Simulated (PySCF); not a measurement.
CH5NSi.
Bonds: C1–N2 (double), N2–Si3. Hydrogens: H4, H5 on C1; H6, H7, H8 on Si3.

Level of theory: core-valence-separated Tamm–Dancoff BHandHLYP/aug-pcX-1 (pcseg-1 on H, def2-SVPD on Si) in PySCF, non-relativistic, gas phase, PBE0-D3(BJ)/def2-SVP geometry.

Computed carbon K-edge spectrum, Gaussian lines of 0.8 eV full width, highest printed point 100; it ends one width below the last computed root. The energies are unshifted.

```
photon energy (eV)  absorption
             281.6           1
             281.8           5
             282.0          18
             282.2          45
             282.4          80
             282.6         100
             282.8          88
             283.0          55
             283.2          24
             283.4           8
             283.6           2
             283.8           0
             284.0           0
             284.2           0
             284.4           0
             284.6           0
             284.8           0
             285.0           0
             285.2           0
             285.4           0
             285.6           0
             285.8           0
             286.0           0
             286.2           0
             286.4           1
             286.6           3
             286.8           8
             287.0          15
             287.2          24
             287.4          34
             287.6          46
             287.8          53
             288.0          50
             288.2          38
             288.4          26
             288.6          20
             288.8          16
             289.0          12
```

Question: Where are the maxima, and which lines make them up?

Answer: 2 maxima:
- 282.6 eV: C1 (C=N carbon), 282.63 eV, f = 0.070, 1s→π*, 100 % of the height at the exact maximum
- 287.8 eV: C1 (C=N carbon), 287.87 eV, f = 0.034, 91 % of the height at the exact maximum

Further lines of some strength in the range: C1, 287.24 eV, f = 0.012; C1, 288.68 eV, f = 0.009.

Roots within 0.03 eV on the same or equivalent atoms count as one line; shares under 12 % aren't listed.

Vibrational structure and lifetime widths aren't in the curve. The ionisation threshold wasn't computed; near and above it a finite basis only mimics Rydberg series and continuum.
